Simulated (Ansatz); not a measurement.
Si2C. Total charge 0; singlet. Geometry PBE0-D4/def2-TZVP; atoms count from 1.

```xyz
3

Si   -0.3571    0.3430   -1.4080
Si    0.0699   -0.8005    1.2578
C     0.2872    0.4575    0.1502
```

The structure comes from a short search, and lower isomers may exist.

Q: Estimate the Mulliken populations from the PBE0/def2-TZVP orbitals of Ansatz.

A: 
```json
{"atom": "Si1", "charge (e)": "0.11"}
{"atom": "Si2", "charge (e)": "0.11"}
{"atom": "C3", "charge (e)": "-0.22"}
```
Mulliken values depend strongly on the basis.

Q: And the Mayer bond orders between heavy atoms (over 0.3)?

A: Si1–Si2 0.59 (2.93 Å); Si1–C3 1.81 (1.69 Å); Si2–C3 1.81 (1.69 Å).
